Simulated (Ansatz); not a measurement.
# C₂HS radical (SMILES [C]1=CS1): single points off equilibrium

One table from this session's results is given with a row withheld; the runs are named, their logs left out.

Computed with Ansatz 0.2.0, Gaussian basis. Level: single points in def2-TZVPP.

Correlated methods freeze the cores. Orbitals are unrestricted.

## Starting geometry

SMILES `[C]1=CS1`, 4 atoms, charge 0, spin multiplicity 2.

Atoms are counted from 1 here; the program's logs count them from 0.

Bond lengths: C1–C2 1.338 Å, C1–S3 2.001 Å, C2–S3 1.780 Å, C2–H4 1.091 Å. Angles: C2–C1–S3 60.7°, C1–C2–S3 78.4°, C1–C2–H4 150.9°, S3–C2–H4 130.6°, C1–S3–C2 40.9°.

As a file:

```
atom    x (Å)    y (Å)    z (Å)
  C1  -0.3528  -0.5690   1.0066
  C2  -0.3122   0.1701  -0.1077
  S3   1.3618  -0.4294  -0.0149
  H4  -0.7890   0.8371  -0.8271
```

The first run:

File run/in.yaml:

```yaml
crystal:
  periodic: [false, false, false]
  atoms:
    - {symbol: C, position_ang: [-0.352753, -0.569016, 1.006647]}
    - {symbol: C, position_ang: [-0.312192, 0.170065, -0.107692]}
    - {symbol: S, position_ang: [1.361776, -0.429417, -0.014929]}
    - {symbol: H, position_ang: [-0.788952, 0.837120, -0.827098]}
basis:
  gaussian: {orbitals: def2-TZVPP}
magnetization: {spin_polarized: true, initial_magnetization: 1}
hamiltonian: {xc: pbe, dispersion: d4}
output: {forces: true}
```

Run with:

```console
$ ansatz run in.yaml --threads 2 --pin off --events-out ev --progress --plain --max-ram 3481MiB
```

Steps of the session up to this table: PBE-D4/def2-TZVPP; r2SCAN-D4/def2-TZVPP; PBE0-D4/def2-TZVPP; wB97M-V/def2-TZVPP; CCSD(T)/def2-TZVPP.

One of the session's tables, all rows but one given; the rest of the session is left out.

```
   method  RMS force component (eV/Å)  angle to CCSD(T) forces (°)  dipole (D)
   PBE-D4                       0.558                         12.9        2.63
r2SCAN-D4                       0.668                         17.8        2.66
  PBE0-D4                       0.779                         25.5        2.63
  wB97M-V                           ?                            ?           ?
  CCSD(T)                       0.534                    reference        2.62
```

Q: Estimate the row for wB97M-V from the others.

The run gave: RMS force component (eV/Å): 0.749; angle to CCSD(T) forces (°): 32.3; dipole (D): 2.60. In the column «RMS force component (eV/Å)» it lies between r2SCAN-D4 (0.668) and PBE0-D4 (0.779).
